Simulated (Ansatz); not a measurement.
# C₂FO− (SMILES [O-]C#CF): functionals against CCSD(T) at one geometry

An exercise on one series of results from a longer session: the logs are not shown, and one member is left open.

Method: single points in def2-TZVPPD; program: Ansatz 0.2.0, Gaussian basis.

Correlated methods freeze the cores.

### Starting geometry

SMILES `[O-]C#CF`, 4 atoms, charge -1, spin multiplicity 1.

Atoms are counted from 1 here; the program's logs count them from 0.

Bond lengths: O1–C2 1.229 Å, C2–C3 1.207 Å, C3–F4 1.427 Å. Angles: O1–C2–C3 155.1°, C2–C3–F4 139.7°.

Geometry (Å):

```xyz
4
C2FO
O     1.05000   -0.74420    1.29490
C     0.29850   -0.33400    0.41280
C    -0.10930    0.46790   -0.39260
F    -1.19950    0.64610   -1.29600
```

The first run:

Contents of run/in.yaml:

```yaml
crystal:
  periodic: [false, false, false]
  atoms:
    - {symbol: O, position_ang: [1.050000, -0.744200, 1.294900]}
    - {symbol: C, position_ang: [0.298500, -0.334000, 0.412800]}
    - {symbol: C, position_ang: [-0.109300, 0.467900, -0.392600]}
    - {symbol: F, position_ang: [-1.199500, 0.646100, -1.296000]}
basis:
  gaussian: {orbitals: "def2-TZVPPD.json"}
total_charge: -1
correlation: {method: ccsd_t}
output: {forces: true}
```

The basis file named in the input lies beside it (Basis Set Exchange, JSON).

No record of the launch command was kept for these runs.

Among the steps run: CCSD(T)/def2-TZVPPD; PBE0-D4/def2-TZVPPD; wB97M-V/def2-TZVPPD; r2SCAN-D4/def2-TZVPPD; PBE-D4/def2-TZVPPD; r2SCAN0-D4/def2-TZVPPD; r2SCANh-D4/def2-TZVPPD.

One of the session's tables, all rows but one given; the rest of the session is left out.

```
    method  RMS force component (eV/Å)  angle to CCSD(T) forces (°)
   CCSD(T)                       2.791                    reference
   PBE0-D4                           ?                            ?
   wB97M-V                       2.528                          7.7
 r2SCAN-D4                       2.684                          4.5
    PBE-D4                       2.719                          2.8
r2SCAN0-D4                       2.691                         11.8
r2SCANh-D4                       2.681                          7.1
```

Q: Estimate the row for PBE0-D4 from the others.

**Answer.** RMS force component (eV/Å): 2.700; angle to CCSD(T) forces (°): 8.6. In the column «RMS force component (eV/Å)» it lies between r2SCAN0-D4 (2.691) and PBE-D4 (2.719).
